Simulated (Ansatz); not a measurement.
Geometry optimisation, RKS PBE/def2-SVP (Ansatz 0.2.0).

input.yaml

```yaml
crystal:
  periodic: [false, false, false]
  atoms:
    - { symbol: "N", position_ang: [0.51274, -0.23622, -1.71579] }
    - { symbol: C, position_ang: [0.06435, -0.05912, -0.51919] }
    - { symbol: C, position_ang: [-0.7521, 0.18465, 0.38962] }
    - { symbol: O, position_ang: [-0.84728, 0.0059, 1.7917] }
    - { symbol: H, position_ang: [1.07989, 0.5599, -2.04466] }
    - { symbol: H, position_ang: [-0.0576, -0.45511, 2.09832] }
total_charge: -1
basis:
  gaussian: { orbitals: def2-SVP }
hamiltonian:
  xc: pbe
relax:
  f_tol: 0.02
  max_steps: 50
```

Launched with:

```bash
$ ansatz run input.yaml --threads 1 --pin off --max-ram 2048MiB --backend cpu --events-out ev --progress --plain --runs-dir out
```

Problem. Where does it end, and by what steps?

Solution. It converged. Limits of this set-up: an anion without diffuse functions, the dipole of an ion depends on the origin. After 10 steps the energy has fallen by 0.236 eV; H6 moved furthest, 0.22 Å.

```tsv
step	energy less start (eV)	largest force component (eV/Å)	accepted
0	0.0000	3.801	yes
1	-0.1704	0.785	yes
2	-0.1793	0.817	yes
3	-0.2095	0.606	yes
4	-0.2220	0.549	yes
5	-0.2229	0.312	yes
6	-0.2328	0.219	yes
7	-0.2344	0.164	yes
8	-0.2353	0.072	yes
9	-0.2356	0.026	yes
10	-0.2356	0.018	yes
```

```xyz
6
Properties=species:S:1:pos:R:3
N 0.560 -0.288 -1.654
C -0.069 -0.013 -0.550
C -0.930 0.212 0.401
O -0.792 -0.010 1.789
H 1.150 0.537 -1.920
H 0.081 -0.437 1.934
```

Run time: 13 s on 1 thread of Arm Neoverse V2 (shared host), peak memory 0.12 GiB.
